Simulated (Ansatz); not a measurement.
`N[SiH]`, one more setting.

```yaml
crystal:
  periodic: [false, false, false]
  atoms:
    - {symbol: N, position_ang: [-0.307646, -0.467463, 0.101425]}
    - {symbol: Si, position_ang: [0.074409, 1.158190, 0.455136]}
    - {symbol: H, position_ang: [0.135157, -1.046100, -0.595106]}
    - {symbol: H, position_ang: [-1.034760, -0.960114, 0.596575]}
    - {symbol: H, position_ang: [1.182739, 1.241786, -0.599431]}
basis:
  gaussian: {orbitals: def2-mTZVPP}
hamiltonian: {xc: {name: wB97X-V}}
output: {forces: true}
```

```sh
$ ansatz run in.yaml --threads 2 --pin off --events-out ev --progress --plain --max-ram 32768MiB --backend cpu
```

It prints (some lines left out):

```
Functional definition: wB97X-V
572 factors; their error is unknown
191 factors; integrals over basis functions are off by at most 4.7e-6 eV
mean field evaluation 1: about -9411.4239 eV, gradient 4.2e1 eV
mean field evaluation 2: about -9410.8642 eV, gradient 4.4e1 eV
mean field evaluation 4: about -9414.7319 eV, gradient 5.4e-1 eV
mean field evaluation 8: about -9414.7719 eV, gradient 7.8e-2 eV
mean field -9414.77191732 eV, -345.9864863998 hartree, gradient 7.2e-5 eV, S^2 0.000000; 0 other end points of the search recorded, 0 dependent functions left out
reference -9414.77191592 eV, -345.9864863484 hartree; 12, 12 occupied and 54, 54 virtual orbitals, 572 factors
Total energy: -9414.77191592 eV, -345.9864863484 hartree
Atom 0 at    -0.307646    -0.467463     0.101425 Å, force    -0.031791    -0.077164    -0.003761 eV/Å
Atom 1 at     0.074409     1.158190     0.455136 Å, force     0.136955     0.161310    -0.062214 eV/Å
Atom 2 at     0.135157    -1.046100    -0.595106 Å, force     0.033727    -0.037087    -0.049599 eV/Å
Atom 3 at    -1.034760    -0.960114     0.596575 Å, force    -0.065846    -0.061172     0.037418 eV/Å
Atom 4 at     1.182739     1.241786    -0.599431 Å, force    -0.073044     0.014114     0.078156 eV/Å
Dipole moment:    -0.046961    -0.407406    -0.136838 e Å
```

It took 3.5 s on 2 threads of an AMD EPYC 7R13 on a shared host, with 0.16 GiB of host memory at the peak.
